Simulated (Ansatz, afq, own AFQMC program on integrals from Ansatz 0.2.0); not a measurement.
## Where AFQMC and coupled cluster stand for SiGeH₃, doublet

```xyz
5

Si   -0.0039    0.0186    1.6516
Ge   -0.0039   -0.0279   -0.7002
H    -0.0039    1.1862    2.5806
H    -0.0039   -1.2089    2.4992
H     0.3975    1.5147   -0.6361
```

Connectivity, by distances: SiH2–GeH.

Basis cc-pVDZ. Noble-gas cores (and the filled d shells of Ga–Kr and In–Xe) are frozen. Integrals, coupled cluster, full CI and functionals: Ansatz 0.2.0; the random walks run on the same integrals in our own AFQMC program. ph-AFQMC/CISD is guided by a CISD state made of CCSD amplitudes; releasing the constraint for a short imaginary time cuts its bias at the price of noise, slowly where states lie close. Uncertainties: one standard error, sampling alone. No spin–orbit coupling.

Determinant: UHF, the one that the program's search chose, which needn't be the lowest solution. The geometry is a point of a scan.

No full CI on the walks' own integrals is used here. The released AFQMC energy serves as the reference, which it does only where one determinant dominates, the energy is flat over the last release times and near the phaseless one (40 meV or 2 meV an electron, half that with transition metals). On small molecules, where full CI could be run and the noise was under 10 meV, such values lay within 10 meV of it in 19 cases of 20, a flattering rate, since the rule was set on those same cases; what remains of the bias isn't in the error bar.

Cautions: no relativity below Rb; no spin-orbit coupling; inner d shell frozen; the released value is read at 2.40 1/Eh with a noise of 15 meV, more than in the cases checked (meV from the phaseless value at times in 1/Eh: -8 ± 11 at 0.24, -22 ± 9 at 0.51, -35 ± 10 at 0.99, -40 ± 13 at 1.62, -39 ± 15 at 2.40).

```
T1 diagnostic                               : 0.0263
weight of the determinant in the CISD state : 0.854
⟨S²⟩ of the determinant                     : 0.800
size of the correlated space                : 11 electrons in 41 orbitals
```

```csv
level,correlation energy (eV)
MP2,-4.5079
CCSD,-5.6421
CCSD(T),-5.8191
```

Problem. Estimate where phaseless AFQMC with a CISD trial lies against CCSD(T) on the same integrals.

Solution. 0.61 ± 0.40 mEh below CCSD(T). The gap is under twice the noise, so this walk alone can't tell the two apart.

Reference: AFQMC with the constraint released, correlation energy -5.875 ± 0.015 eV.

```csv
level,E − E(reference) (mEh),share of correlation (%)
CCSD(T),2.04 ± 0.57,99.05
ph-AFQMC/CISD,1.43 ± 0.69,99.34
```

Released energies are given only where the last usable release times agree within the noise; a slower fall can still hide under it.
